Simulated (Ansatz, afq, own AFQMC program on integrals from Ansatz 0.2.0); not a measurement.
Breaking Ag2–C1 in AgCH₃, singlet

```xyz
5

C    -0.1724    0.0602   -0.0797
Ag    1.6428   -0.6853    0.6304
H    -0.9332   -0.0811    0.7000
H    -0.4431   -0.4952   -0.9878
H    -0.0442    1.1278   -0.3043
```

Products: Ag (doublet, the lower of two spins tried) and CH$_{3}$ (doublet), each relaxed with PBE0/def2-SVP like the molecule; electronic energies without zero-point terms. Determinants: RHF, UHF and UHF in that order.

Basis def2-TZVP with its core potentials. Noble-gas cores (and the filled d shells of Ga–Kr and In–Xe) are frozen. AFQMC by an in-house program on the Cholesky factors that Ansatz 0.2.0 writes for its CCSD(T) run. The CISD trial takes its coefficients from CCSD amplitudes. Released means that phaseless walkers are propagated on without the constraint, phases kept. Uncertainties: one standard error, sampling alone. No spin–orbit coupling. The metal's outer-core s and p shells are frozen, which shifts wave-function levels against functionals. The errors of all members are added in quadrature.

No full CI on the walks' own integrals is used here; CCSDT(Q) serves as the reference and is uncertain by about the last step of the cluster series. Each member takes its own surest rung, up to full CI.

The best estimate is CCSD(T) at the basis-set limit (CBS: def2-TZVPP and def2-QZVPP, with their diffuse functions for anions and beside diffuse sets, CCSD(T) itself extrapolated) plus the step from CCSD(T) to CCSDT(Q) in def2-TZVP. Rows without CBS are in def2-TZVP; B2PLYP and the wave-function rows carry a basis error of their own. Core correlation and relativity beyond core potentials are missing, and ± holds the sampling alone.

Cautions: no spin-orbit coupling; outer-core shells of the metal frozen; AgCH₃ (singlet): the released energies are still falling, so no released level is given (meV from the phaseless value at times in 1/Eh: -9 ± 4 at 0.24, -17 ± 6 at 0.60, -25 ± 7 at 1.20, -32 ± 10 at 1.80, -5 ± 18 at 2.60).

Best estimate: 43.6 kcal/mol.

| level | bond energy (kcal/mol) | error against the best estimate (kcal/mol) |
| --- | --- | --- |
| HF | 5.5 | -38.1 |
| MP2 | 47.4 | 3.8 |
| CCSD | 39.4 | -4.2 |
| CCSD(T) | 43.4 | -0.2 |
| CCSDT | 43.2 | -0.4 |
| CCSDT(Q) | 43.5 | -0.1 |
| ph-AFQMC/CISD | 43.4 ± 0.1 | -0.1 ± 0.1 |
| HF/CBS | 6.9 | -36.7 |
| MP2/CBS | 48.4 | 4.8 |
| CCSD(T)/CBS | 43.5 | -0.1 |
| PBE | 48.2 | 4.6 |
| r2SCAN | 43.3 | -0.2 |
| PBE0 | 41.7 | -1.9 |
| B3LYP | 40.2 | -3.4 |
| wB97M-V | 45.8 | 2.2 |
| B2PLYP | 42.3 | -1.3 |

Correlation beyond CCSD(T) adds 0.1 kcal/mol. Going to the basis-set limit adds 0.1 kcal/mol at CCSD(T). The perturbative (T) step is worth +4.0 kcal/mol.

Best estimates are given only where the step beyond CCSD(T) is under 0.3 eV and no member's determinant is very poor (T1 over 0.05, or 0.07 for open shells, ⟨S²⟩ too high by 0.3, two states mixed), so the hardest cases are missing from such tables.

The functionals ran in a triple-zeta set and keep a basis error of their own, a few kJ/mol for each bond in atomization energies and more for double hybrids, so close places among them and the extrapolated levels can swap.

CCSDT and higher add their correlation energy to the determinant of the CCSD(T) run, since their own runs factorise the integrals more tightly (a shift of under 2 meV). Each member of a difference takes its own highest rung, so a best estimate needn't equal the limit plus the step of one row. A walk keeps the symmetry of its determinant, which the program's search chose and which needn't be the lowest solution, so a lower state of the same spin and another symmetry isn't excluded. The exponents were fitted on light atoms, and def2 sets of heavy atoms don't grow evenly, so the limit is rough here.
